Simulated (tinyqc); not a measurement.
Worked calculation: harmonic frequencies on the RHF/sto-3g surface (energies and gradients from PySCF), for H2F+, spin multiplicity 1. Computed by tinyqc, a small Python program that keeps every step (integrals from PySCF). Settings: charge = 1, multiplicity = 1, basis = sto-3g, delta = 0.005. Command: `OMP_NUM_THREADS=1 python tinyqc.py 29423 29424 out.jsonl` (the two numbers bound the seeds that draw the settings). One thread of a shared host (Intel(R) Xeon(R) Processor @ 2.60GHz), about 2 s of CPU time with the checks.

## One row of the Hessian: 2Hy

optimised positions (bohr):
```
           x          y         z
1F  0.109772  -0.030215  0.009081
2H  0.040753   1.498427  1.029899
3H  0.023329  -1.551360  1.039719
```

gradient at +delta (hartree/bohr):
```
              x            y            z
1F   0.00007425  -0.00219100  -0.00113710
2H  -0.00008584   0.00230237   0.00129803
3H   0.00001159  -0.00011136  -0.00016093
```

gradient at -delta (hartree/bohr):
```
              x            y            z
1F  -0.00007579   0.00221442   0.00116011
2H   0.00008742  -0.00232632  -0.00132164
3H  -0.00001163   0.00011190   0.00016153
```

Displace 2Hy by +/-0.005 bohr; H(k, :) = (g(+) - g(-)) / (2 delta).

row of the Hessian (hartree/bohr^2): 1Fx 0.01500379, 1Fy -0.44054284, 1Fz -0.22972080, 2Hx -0.01732601, 2Hy 0.46286863, 2Hz 0.26196722, 3Hx 0.00232223, 3Hy -0.02232580, 3Hz -0.03224642

## Hessian by finite differences

All rows are made in the same way, and the matrix is symmetrised.

Hessian (symmetrised) (hartree/bohr^2):
```
             1Fx          1Fy          1Fz          2Hx          2Hy          2Hz          3Hx          3Hy
1Fx   0.00285317   0.00487605  -0.03721522  -0.00119924   0.01500313   0.01686580  -0.00165341  -0.01987918
1Fy   0.00487605   0.87724920  -0.00103378   0.01991568  -0.44054267  -0.29452366  -0.02479173  -0.43670687
1Fz  -0.03721522  -0.00103378   0.49087761   0.01722029  -0.22971559  -0.24374736   0.01999506   0.23074937
2Hx  -0.00119924   0.01991568   0.01722029   0.00106503  -0.01732534  -0.01526332   0.00013395  -0.00259034
2Hy   0.01500313  -0.44054267  -0.22971559  -0.01732534   0.46286863   0.26196183   0.00232223  -0.02232580
2Hz   0.01686580  -0.29452366  -0.24374736  -0.01526332   0.26196183   0.22025783  -0.00160254   0.03256187
3Hx  -0.00165341  -0.02479173   0.01999506   0.00013395   0.00232223  -0.00160254   0.00151920   0.02246950
3Hy  -0.01987918  -0.43670687   0.23074937  -0.00259034  -0.02232580   0.03256187   0.02246950   0.45903284
3Hz   0.02034944   0.29555744  -0.24713142  -0.00195698  -0.03224641   0.02349012  -0.01839253  -0.26331107

             3Hz
1Fx   0.02034944
1Fy   0.29555744
1Fz  -0.24713142
2Hx  -0.00195698
2Hy  -0.03224641
2Hz   0.02349012
3Hx  -0.01839253
3Hy  -0.26331107
3Hz   0.22364189
```

## Normal modes

masses (u): 1F 18.998403, 2H 1.007825, 3H 2.014102

Diagonalise H_ij / sqrt(m_i m_j); the 6 smallest eigenvalues belong to translations and rotations; wavenumber = sqrt(eigenvalue / 1822.888) x 219474.63; each mode has its largest component positive (the first on a tie); zero-point energy = sum of wavenumbers / 2, with 349.755 1/cm per kcal/mol. A mass of 2.014 u marks deuterium.

eigenvalues of the mass-weighted Hessian (hartree/(bohr^2 u)): -0.000004  0.000000  0.000000  0.000000  0.000001  0.000003  0.086373  0.344683  0.659688

harmonic wavenumbers of the vibrations (1/cm): 1510.8  3018.0  4175.2

mass-weighted modes:
```
        mode 1     mode 2     mode 3
1Fx   0.021992  -0.014586   0.007262
1Fy  -0.004731  -0.241978  -0.198491
1Fz  -0.290442   0.174963  -0.110124
2Hx  -0.050767   0.001391  -0.035487
2Hy  -0.448114  -0.072999   0.816777
2Hz   0.637340  -0.023616   0.527082
3Hx  -0.031631   0.043813   0.002799
3Hy   0.331517   0.794817   0.031848
3Hz   0.441190  -0.520653  -0.034625
```

zero-point energy = 12.442828 kcal/mol
